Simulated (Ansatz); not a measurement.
The input, for Ansatz 0.2.0:

```yaml
crystal:
  periodic: [false, false, false]
  atoms:
    - {symbol: Si, position_ang: [0.000000, -0.088069, 1.200716]}
    - {symbol: Al, position_ang: [0.000000, 0.045214, -1.184371]}
    - {symbol: H, position_ang: [0.000000, 1.090439, 2.125646]}
    - {symbol: H, position_ang: [0.000000, 1.468638, -1.885604]}
    - {symbol: H, position_ang: [0.000000, -1.315430, -1.992670]}
basis:
  gaussian: {orbitals: cc-pVTZ}
total_charge: 1
magnetization: {spin_polarized: true, initial_magnetization: 1}
hamiltonian: {xc: hf}
output: {orbitals: {seedname: orbitals}}
```

```sh
$ ansatz run in.yaml --threads 1 --pin off --events-out ev --progress --plain --max-ram 2816MiB --backend cpu
```

Log:

```
877 factors; their error is unknown
mean field evaluation 1: about -14482.4001 eV, gradient 8.6e0 eV
mean field evaluation 2: about -14483.3012 eV, gradient 2.9e0 eV
mean field evaluation 4: about -14483.4547 eV, gradient 3.4e-1 eV
mean field evaluation 8: about -14483.7456 eV, gradient 2.1e-1 eV
mean field evaluation 16: about -14483.2191 eV, gradient 3.7e0 eV
mean field evaluation 32: about -14483.0498 eV, gradient 4.5e-1 eV
mean field evaluation 64: about -14482.9940 eV, gradient 3.4e-1 eV
mean field -14483.74591587 eV, -532.2678449726 hartree, gradient 2.1e-5 eV, S^2 0.765280; 3 other end points of the search recorded, 0 dependent functions left out
reference -14483.74591587 eV, -532.2678449726 hartree; 15, 14 occupied and 95, 96 virtual orbitals, 877 factors
Total energy: -14483.74591587 eV, -532.2678449726 hartree
```

Ran on 1 thread of AMD EPYC 7R13, shared host: 4.6 s wall, 0.29 GiB peak host memory.
